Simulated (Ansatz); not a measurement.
## One elementary step

Start structure (BNH$_{6}$O, singlet), relaxed at PBE0-D4/def2-TZVP:

B1  (-0.468, 0.281, -0.466)
O2  (0.593, 0.332, -1.429)
H3  (-1.323, -0.570, -0.649)
H4  (-0.917, 1.375, -0.170)
H5  (1.039, 0.446, 1.151)
N6  (0.269, -0.190, 0.968)
H7  (0.537, -0.391, -2.052)
H8  (0.649, -1.129, 0.897)
H9  (-0.378, -0.155, 1.749)
(Å)

The step: BH₃O ([BH2][OH]) + NH₃ → BNH₄ ([BH2][NH2]) + H₂O; bonds formed: O2–H5; dative contacts that become bonds: B1–N6; bonds broken: B1–O2, H5–N6. Computed with Ansatz 0.2.0 (basis: def2-TZVPP and def2-QZVPP); correlated methods freeze the cores. Extrapolation: Hartree–Fock as exp(−7.88 √X), correlation as X^−2.97. Energies below are by CCSD(T) at an estimated basis limit (MP2 extrapolated from triple and quadruple zeta, plus CCSD(T) − MP2 in triple zeta).

Question: What are the electronic barrier and the energy of the step, from the start structure to the end structure? (To be estimated.)

Answer: By the calculation: Barrier 1.095 eV; step energy 0.313 eV (uphill); reverse barrier, their difference, 0.781 eV. Barrier and step energy count from the start structure, the reverse barrier from the end structure.

The saddle point: One imaginary mode of 1185i cm⁻¹.
| pair | start (Å) | saddle (Å) | end (Å) |
| --- | --- | --- | --- |
| B1–N6 | 1.68 | 1.56 | 1.38 |
| O2–H5 | 2.62 | 1.17 | 0.96 |
| B1–O2 | 1.43 | 1.62 | 3.70 |
| H5–N6 | 1.02 | 1.37 | 3.34 |

Zero-point energy (harmonic, PBE0-D4): ZPE is 2.071 eV at the start and 1.944 eV at the saddle, so the barrier goes from 1.095 to 0.967 eV.

The T1 diagnostic stays at or below 0.012.

Labels in which every atom is bracketed show which atoms are joined, not bond orders.

For scale, one of the runs: CCSD(T)/def2-TZVPP, 177 basis functions (an equivalent command: `ansatz run in.yaml --threads 2`). Hardware: 2 CPU threads, shared host. Wall time 13 s; peak host memory 1.7 GiB.
